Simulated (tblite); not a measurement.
Isomers of C2H4NO (doublet state). Calculated harmonic vibrations of the isolated species, GFN2-xTB (tblite), most abundant isotopes, no scaling. The method is semi-empirical: single wavenumbers can be off by several per cent or more. One conformer each. Open shells enter through the occupations alone, without spin polarisation, and single modes of such species can be off by tens of per cent.

Electronic energies: GFN2-xTB at the same geometries; isomer energies are rough at this level and their order can be wrong.

```tsv
SMILES	electronic energy, lowest = 0 (kcal/mol)
C/C=N\[O]	0.0
C=NC[O]	9.6
[H]/N=C\C[O]	11.2
```

Task: How do GFN2-xTB zero-point energies change the relative energies?

Result: 
```json
{"SMILES": "C/C=N\\[O]", "ZPE (kcal/mol)": "37.2", "of it from modes above 1550 cm⁻¹": "20.1", "electronic (kcal/mol)": "0.0", "with ZPE, lowest = 0 (kcal/mol)": "0.0", "lowest mode (cm⁻¹)": "112", "rings": "0"}
{"SMILES": "C=NC[O]", "ZPE (kcal/mol)": "35.1", "of it from modes above 1550 cm⁻¹": "18.5", "electronic (kcal/mol)": "9.6", "with ZPE, lowest = 0 (kcal/mol)": "7.5", "lowest mode (cm⁻¹)": "190", "rings": "0"}
{"SMILES": "[H]/N=C\\C[O]", "ZPE (kcal/mol)": "35.6", "of it from modes above 1550 cm⁻¹": "19.3", "electronic (kcal/mol)": "11.2", "with ZPE, lowest = 0 (kcal/mol)": "9.7", "lowest mode (cm⁻¹)": "126", "rings": "0"}
```

The zero-point energies span 2.1 kcal/mol, from `C=NC[O]` to `C/C=N\[O]`. The order is unchanged.

Task: What do entropy and thermal enthalpy add at 298.15 K and 1 bar (rigid rotor, harmonic oscillator, one conformer each)?

Result: 
| SMILES | point group | symmetry number | S (cal/(mol K)) | H − H(0) (kcal/mol) | ZPE + H − H(0) − TS (kcal/mol) |
| --- | --- | --- | --- | --- | --- |
| C/C=N\[O] | Cs | 1 | 70.4 | 3.59 | 19.8 |
| C=NC[O] | C1 | 1 | 68.6 | 3.42 | 18.0 |
| [H]/N=C\C[O] | Cs | 1 | 69.7 | 3.52 | 18.4 |

S holds R ln(2S + 1) for the spin.
